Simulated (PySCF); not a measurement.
# C2H4O2: the cost of one run

Programs: PySCF 2.14.0, with density-fitted response routines of our own. Each step states its level of theory. These are calculated values for one molecule in the gas phase, unless marked as measured. Atoms count from 0, in the outputs and in this text.

## 1. The starting structure

8 atoms, charge 0, multiplicity 1; geometry from: GFN2-xTB.

Bonds of the start (Å): C0–C1 1.33, C1–O2 1.37, C1–O3 1.35, C0–H4 1.07, C0–H5 1.07, O2–H6 0.96, O3–H7 0.97.

## 2. Geometry optimisation at PBE0-D3(BJ)/def2-TZVP

What the job is given:

```
{"job": {"xc": "PBE0", "basis": "def2-TZVP", "d3": "d3bj", "grid": 2, "kind": "geom"}, "charge": 0, "multiplicity": 1}
C      1.255860    -0.564520     0.406570
C      0.099220    -0.030850     0.039380
O     -0.804340    -0.622190    -0.797940
O     -0.326290     1.176710     0.456920
H      1.909510    -0.034860     1.068750
H      1.562490    -1.530320     0.053150
H     -0.480300    -1.482280    -1.083180
H     -1.191930     1.339890     0.060490
```

**Question.** How long does this first job take on 4 threads of Intel Xeon at 2.50GHz (Skylake/Cascade Lake), shared host?

About 58 s.
